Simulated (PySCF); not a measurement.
# C: electron affinity

C⁻ [He] 2s2 2p3 (4S) → C [He] 2s2 2p2 (3P), as a difference of total energies. All numbers are calculated (PySCF 2.14, scalar relativity by spin-free X2C-1e, in aug-cc-pVTZ-DK (5s4p3d2f, 46 functions)). Correlated levels: valence: 1s2 frozen. The calculations carry no spin-orbit coupling.

```
           method  electron affinity (eV)  error (eV)
              UHF                   0.449      -0.813
              LDA                   1.797      +0.535
              PBE                   1.576      +0.314
             PBE0                   1.409      +0.147
           r2SCAN                   1.486      +0.224
          LC-wPBE                   1.433      +0.171
             MN15                   1.295      +0.033
            B97-3                   1.253      -0.009
             BLYP                   1.342      +0.080
    MP2 (valence)                   1.262       0.000
SCS-MP2 (valence)                   0.972      -0.290
```

Reference: 1.262 eV (measured; photodetachment measurements, as compiled on the Wikipedia data page of electron affinities).

Errors of the correlated levels include the incompleteness of this basis and the frozen core.

In the anion the highest occupied orbital energy is positive at LDA, PBE, PBE0, r2SCAN, MN15, B97-3, BLYP, a self-interaction effect; the basis confines that electron, and the energy difference can still be sensible.
